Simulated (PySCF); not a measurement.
**The bond of MgH, level by level**

An exercise on one series of results from a longer session: the logs are not shown, and one member is left open.

The runs use PySCF 2.14.0; Mg x2c-TZVPPall, H x2c-TZVPPall, spin-free X2C with a Gaussian nucleus.

The first run:

Settings of the job:

| Item | Value |
| --- | --- |
| atoms | Mg, H |
| charge | 0 |
| basis | Mg x2c-TZVPPall, H x2c-TZVPPall |
| Hamiltonian | spin-free X2C with a Gaussian nucleus |
| basis functions | 46 |
| electrons treated | 13 |
| masses in u | 23.9850, 1.0078 |
| levels | PBE0, PBE, r²SCAN, revPBE, B2PLYP, PW91, LDA, HSE06, HF, MP2, SCS-MP2, CCSD, CCSD(T) |
| grid | 80 radial by 434 angular points |
| occupations | held fixed by the projection of orbital angular momentum |
| dissociation limit | Mg + H, each in its ground configuration |
| starting distance in angstrom | 1.675 |
| values of 2S to try | 1, 3 |

Steps of the session up to this table: Set-up; PBE0 along the bond; Other states along the same grid; PBE (GGA); r²SCAN (meta-GGA); revPBE (GGA); B2PLYP (double hybrid); PW91 (GGA); LDA (local density); HSE06 (range-separated hybrid); UHF; Correlated methods on the Hartree–Fock reference.

One of the session's tables, all rows but one given; the rest of the session is left out.

| level | Re (Å) | ωe (cm⁻¹) | De (eV) |
| --- | --- | --- | --- |
| UHF | 1.734 | 1542 | 1.15 |
| UHF-MP2 | 1.718 | 1545 | 1.31 |
| UHF-SCS-MP2 | 1.719 | 1546 | 1.35 |
| UHF-CCSD | ? | ? | ? |
| UHF-CCSD(T) | 1.731 | 1480 | 1.32 |
| LDA | 1.753 | 1404 | 1.58 |
| PBE | 1.756 | 1408 | 1.38 |
| revPBE | 1.761 | 1405 | 1.40 |
| PW91 | 1.752 | 1419 | 1.42 |
| r²SCAN | 1.745 | 1459 | 1.62 |
| PBE0 | 1.743 | 1463 | 1.40 |
| HSE06 | 1.743 | 1459 | 1.40 |
| B2PLYP | 1.732 | 1485 | 1.37 |
| measured | 1.7297 | 1495.2 | n/a |

Estimate the missing values for UHF-CCSD.

As computed: Re (Å): 1.730; ωe (cm⁻¹): 1486; De (eV): 1.33. In the column «Re (Å)» it lies between measured (1.7297) and UHF-CCSD(T) (1.731).

De is counted to Mg + H in their ground configurations.
